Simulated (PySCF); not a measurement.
Compound: thiopropynal, C3H2S.
Cartesian coordinates in Å at the PBE0-D3(BJ)/def2-SVP level; atoms count from 1:
```
atom  x, y, z in Å
C1     1.5150    0.1271   -0.2713
C2     0.3482    0.0041    0.0481
C3    -1.0023   -0.1716    0.4334
S4    -2.1877    0.9111    0.1820
H5     2.5421    0.2558   -0.5621
H6    -1.2152   -1.1264    0.9430
```

The calculation used CCSD and EOM-CCSD/aug-cc-pVDZ in PySCF, restricted Hartree–Fock reference, 8 core orbitals frozen, non-relativistic, gas phase, PBE0-D3(BJ)/def2-SVP geometry.

Output of the driver script:
```
E(HF) = -512.2140711546
E(MP2) = -512.7444346927
E(CCSD) = -512.7704729465
T1 diagnostic = 0.0167

EOM-IP-CCSD (eV)   Koopmans (eV)
   9.0677       9.7894
  10.4432      10.2411
  11.1667      11.4548
  12.9242      13.3680
  14.1328      15.3598
  16.4706      18.5883
  18.0666      20.2317

EOM-EE-CCSD singlets (eV): 2.1966 4.7999 5.1878 6.0182 6.6081

EOM-EE-CCSD triplets (eV): 1.8684 2.6850
```

The run ended as not converged.

**Question.** Which step failed, and what can still be used?

**Answer.** It failed in the EOM eigenvalue search: CCSD itself converged, but at least one root missed its threshold. The HF, MP2 and CCSD energies and the T1 diagnostic (0.017) stand; the printed roots aren't to be trusted, as the output doesn't say which one failed.

**Question.** What would one try next?

**Answer.** More iterations or a larger search space for the roots, and more roots than needed, so that close states are found together.

On one thread of an x86-64 server, on a shared host, this took 6.2 min wall.
